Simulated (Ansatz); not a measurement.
An input meant for C₃H₄ (charge 0, singlet).

```yaml
crystal:
  periodic: [true, true, true]
  atoms:
    - {symbol: C, position_ang: [1.478787, 0.188034, 0.202434]}
    - {symbol: C, position_ang: [-0.989008, 0.421890, 0.174904]}
    - {symbol: C, position_ang: [0.192224, -0.252898, -0.129735]}
    - {symbol: H, position_ang: [-1.964285, 0.033930, -0.108640]}
    - {symbol: H, position_ang: [2.214246, -0.555206, -0.171605]}
    - {symbol: H, position_ang: [0.021115, -1.202471, -0.677168]}
    - {symbol: H, position_ang: [-0.953079, 1.366720, 0.709821]}
basis:
  gaussian: {orbitals: aug-cc-pVDZ, final_grid: {core_spheres: 8, valence_spheres: 7, degree: 23}}
hamiltonian: {xc: {name: HF}}
correlation: {method: rpa}
```

```sh
$ ansatz run in.yaml --threads 4 --pin off --events-out ev --progress --plain --max-ram 3916MiB
```

Shortened log:

```
Error: YAML parse error: error: line 2 column 3: crystal: missing field `lattice` (a structure is typed as `lattice` and `atoms`, a molecule's as `atoms` in Å alone, or read from a run's directory, `checkpoint`)
 --> <input>:2:3
  |
1 | crystal:
2 |   periodic: [true, true, true]
  |   ^ crystal: missing field `lattice` (a structure is typed as `lattice` and `atoms`, a molecule's as `atoms` in Å alone, or read from a run's directory, `checkpoint`)
3 |   atoms:
4 |     - {symbol: C, position_ang: [1.478787, 0.188034, 0.202434]}
  |
```

In this input the species is marked periodic without a cell. The input was rejected before any iteration.
